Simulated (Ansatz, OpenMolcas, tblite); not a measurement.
How methods differ on C2H8Si (dimethylsilane)

C2H8Si has 11 atoms, charge 0, and is taken as a singlet. As SMILES, `C[SiH2]C`. Geometry: relaxed at PBE0-D4/def2-TZVP.

```xyz
11

C    -1.0502    0.9672   -0.6612
Si   -0.3092   -0.6532   -0.0876
C     1.3466   -0.3923    0.7457
H    -2.0158    0.8069   -1.1461
H    -0.3917    1.4646   -1.3778
H    -1.2049    1.6449    0.1821
H    -0.1399   -1.5642   -1.2561
H    -1.2451   -1.3193    0.8633
H     2.0582    0.0752    0.0604
H     1.7726   -1.3420    1.0774
H     1.2448    0.2552    1.6203
```

Each level gives the HOMO–LUMO gap (eV). The values are calculated.

```
            level                    kind     program  value (eV)
        IPEA1-xTB          semi-empirical      tblite        6.25
      HF/def2-SVP            Hartree–Fock  OpenMolcas       16.55
   SVWN5/def2-SVP                     LDA  OpenMolcas        8.13
  revPBE/def2-SVP                     GGA  OpenMolcas        8.33
   M06-L/def2-SVP                meta-GGA  OpenMolcas        9.34
    PBE0/def2-SVP           global hybrid  OpenMolcas       10.45
   HSE06/def2-SVP  range-separated hybrid      Ansatz        9.67
PBE-QIDH/def2-SVP           double hybrid      Ansatz       14.18
```

The values span 6.25 to 16.55 eV. Orbital gaps aren't excitation energies, and those of double hybrids come from the SCF part alone; they tend to grow with the share of exact exchange.
